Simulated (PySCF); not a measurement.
Carbonyl fluoride, CF2O.
Cartesian coordinates in Å at the PBE0-D3(BJ)/def2-SVP level; atoms count from 1:
```
atom  x, y, z in Å
O1    -0.347    1.057    0.794
C2    -0.063    0.028    0.312
F3     0.944   -0.731    0.657
F4    -0.699   -0.563   -0.665
```

The calculation used PBE0-D3(BJ)/def2-SVP geometry optimisation, gas phase in PySCF 2.14.0.

Masses are those of the commonest isotopes; rigid-rotor values at the optimised geometry. 

(1) Give the principal moments of inertia and the rotational constants in MHz.

(2) Classify the top.

(3) Is it planar, by Δ = Ic − Ia − Ib?

(4) List the rotational levels J(Ka,Kc) to J = 4 (K).

(5) Which lines would a microwave search look for?

(6) Estimate the classical rotational partition function at 10 K, 50 K and 100 K.

Answers

(1) Ia = 42.49, Ib = 42.69, Ic = 85.18 u·Å²; 505379 MHz·u·Å²/I gives A = 11895, B = 11838, C = 5933 MHz.

(2) A near-oblate asymmetric top; Ray's κ = 0.981.

(3) Planar: Δ = Ic − Ia − Ib = 0.00 u·Å². For a rigid frame Δ = −2 Σ m c², so it vanishes when all atoms lie in the ab plane; here none is more than 0.01 Å from it.

(4) Above 0(0,0), as E/k:
J = 1: 1(0,1) 0.853, 1(1,1) 0.856, 1(1,0) 1.139
J = 2: 2(0,2) 2.278, 2(1,2) 2.278, 2(1,1) 3.128, 2(2,1) 3.136, 2(2,0) 3.417
J = 3: 3(0,3) 4.271, 3(1,3) 4.271, 3(1,2) 5.695, 3(2,2) 5.695, 3(2,1) 6.541, 3(3,1) 6.558, 3(3,0) 6.834
J = 4: 4(0,4) 6.834, 4(1,4) 6.834, 4(1,3) 8.827, 4(2,3) 8.827, 4(2,2) 10.251, 4(3,2) 10.251, 4(3,1) 11.092, 4(4,1) 11.119, 4(4,0) 11.390
Those of J = 1 are B + C, A + C and A + B.

(5) The dipole components are |μa| = 1.09 D, |μb| = 0.23 D, |μc| = 0.00 D; the mirror of this C2v structure is the ab plane, so μc vanishes by symmetry and there are no c-type lines. The squared components, which scale the intensities, stand as 1.00 : 0.05 (a : b). Some lines, for components of 0.1 D or more:

| type | branch | J(Ka,Kc) | MHz | lower level (cm⁻¹) |
| --- | --- | --- | --- | --- |
| a | Q | 2(2,0) ← 2(2,1) | 5848 | 2.180 |
| a | Q | 1(1,0) ← 1(1,1) | 5905 | 0.595 |
| b | Q | 1(1,0) ← 1(0,1) | 5962 | 0.593 |
| b | Q | 2(2,0) ← 2(1,1) | 6020 | 2.174 |
| a | Q | 2(1,1) ← 2(1,2) | 17714 | 1.583 |
| b | Q | 2(1,1) ← 2(0,2) | 17714 | 1.583 |
| a | R | 1(0,1) ← 0(0,0) | 17771 | 0.000 |
| b | R | 1(1,1) ← 0(0,0) | 17828 | 0.000 |
| b | Q | 2(2,1) ← 2(1,2) | 17886 | 1.583 |
| b | R | 2(0,2) ← 1(1,1) | 29637 | 0.595 |
| a | R | 2(1,2) ← 1(1,1) | 29637 | 0.595 |
| a | R | 2(0,2) ← 1(0,1) | 29694 | 0.593 |
| b | R | 2(1,2) ← 1(0,1) | 29695 | 0.593 |
| a | R | 2(1,1) ← 1(1,0) | 41447 | 0.792 |
| b | R | 2(2,1) ← 1(1,0) | 41619 | 0.792 |
| b | R | 2(2,0) ← 1(1,1) | 53371 | 0.595 |

(6) Point group C2v, symmetry number σ = 2; q = (√π/σ)·√((kT/h)³/(ABC)), k/h = 20836.6 MHz/K: 92.2 at 10 K, 1030 at 50 K, 2920 at 100 K.

PBE0-D3(BJ)/def2-SVP frequencies: not computed here. Constants of a rigid frame at the computed geometry: no zero-point averaging, no centrifugal distortion.

Time: 4.1 s wall; peak memory 0.27 GiB. Hardware: one thread of an Arm Neoverse V2 (shared host). These figures are those of the optimisation.
